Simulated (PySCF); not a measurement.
Static response to an electric field

C2HF2O (charge +1).
Cartesian coordinates in Å at the PBE0-D3(BJ)/def2-SVP level; atoms count from 1:
```
atom  x, y, z in Å
O1     2.127   -0.312    0.152
C2     1.033   -0.150    0.073
C3    -0.552    0.073   -0.003
F4    -0.704    1.304   -0.395
F5    -0.973   -0.800   -0.870
H6    -0.928   -0.112    1.022
```

Level: PBE0/def2-SVPD (PySCF), static field, nuclei fixed, core orbitals frozen in the response. The polarisability tensor in these axes (au):

```
x   30.88 -1.63  1.69
y   -1.63 21.56  0.11
z    1.69  0.11 19.88
```

Problem. What are the eigenvalues, a third of the trace, and Δα (Δα² = ½Σ(αi − αj)² over the three pairs)?

Solution. Principal values 19.56, 21.37 and 31.39 au; mean 24.11 au = 3.57 Å³ = 3.97 × 10⁻⁴⁰ C²·m²/J; Δα = 11.04 au (46 % of the mean).

Problem. What depolarisation ratio follows for Rayleigh scattering of linearly polarised light, taking the static tensor?

Solution. ρ = 3Δα²/(45ᾱ² + 4Δα²) = 365.4/(26149 + 487.2) = 0.0137.

Problem. Along which axes do the principal values lie, and how far do the nuclei extend along each?

Solution. Largest value along (0.98, -0.16, 0.14), where the nuclei span 3.10 Å; middle along (0.13, 0.97, 0.22), 2.17 Å; least along (-0.17, -0.20, 0.97), 1.68 Å. The response follows the extents in order.

Problem. Sum over states: ᾱ = Σ f/ω², ω in Eh. What share falls to these 10 lowest TDDFT singlets (eV, f)? 6.92, 0.0012; 7.05, 0.0122; 8.23, 0.0060; 8.25, 0.0007; 8.74, 0.0023; 8.74, 0.0012; 8.86, 0.0184; 8.87, 0.0233; 9.58, 0.0017; 9.77, 0.0696.

Solution. They add up to 1.26 au, 5.2 % of the 24.11 au; the largest single term is 0.54 au, from the state at 9.77 eV. Terms in order: 0.02, 0.18, 0.07, 0.01, 0.02, 0.01, 0.17, 0.22, 0.01, 0.54 au. Higher excitations give the rest. The strengths listed sum to 0.137.

Geometry: PBE0-D3(BJ)/def2-SVP; no solvent, vibrations or thermal averaging.
